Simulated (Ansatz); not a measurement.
`CCCCCO` + H₂S → `OCCCS` + `CC`  (substitution at a C–C bond)

Computed with Ansatz on PBE0-D4/def2-TZVP structures; ΔE is electronic, products minus reactants. CBS: MP2 limit from def2 TZ/QZ plus the TZ coupled-cluster correction, frozen cores. This one scheme is used for every species. DFT in def2-TZVPP. B3LYP here is the variant with VWN-RPA as its local correlation; programs differ in this. One conformer a species, not always the lowest.

```tsv
level	ΔE (kJ/mol)	difference from CCSD(T)/CBS
PBE-D4	5.2	-4.9
B3LYP-D4	6.4	-3.7
ωB97M-V	10.0	-0.1
B2PLYP	5.3	-4.8
PBE	2.2	-7.9
PBE0	4.5	-5.6
MP2/def2-TZVPP	10.5	0.4
SCS-MP2/def2-TZVPP	9.1	-1.0
MP2/def2-QZVPP	9.1	-1.0
CCSD/CBS(def2)	10.5	0.4
CCSD(T)/CBS	10.1	0
```

Largest T1 diagnostic among the species: 0.010.

In def2-TZVPP, CCSD(T) changes the Hartree–Fock value by +7.7 kJ/mol (the triples alone add −0.4 kJ/mol) and MP2 by +5.8 kJ/mol. The D4 term adds +4.2 kJ/mol with B3LYP and +2.7 kJ/mol with PBE0; it sums over pairs of atoms, weighted by their polarisabilities, and B3LYP, whose exchange is more repulsive, gets the larger term.
